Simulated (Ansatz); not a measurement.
Ansatz (a first-principles code) input:

Ansatz 0.2 input:
```yaml
crystal:
  periodic: [false, false, false]
  atoms:
    - {symbol: P, position_ang: [-0.00000000, -0.00000000, -0.98809696]}
    - {symbol: P, position_ang: [0.00000000, 0.00000000, 0.98809696]}
basis:
  gaussian:
    orbitals: STO-3G
total_charge: 1
magnetization: {spin_polarized: true, initial_magnetization: 1}
correlation: {method: fci, electrons: outside_noble_gas}
```

Task: Predict the final energy.

Result: -673.67919 Eh (FCI/STO-3G). The basis has 18 functions.
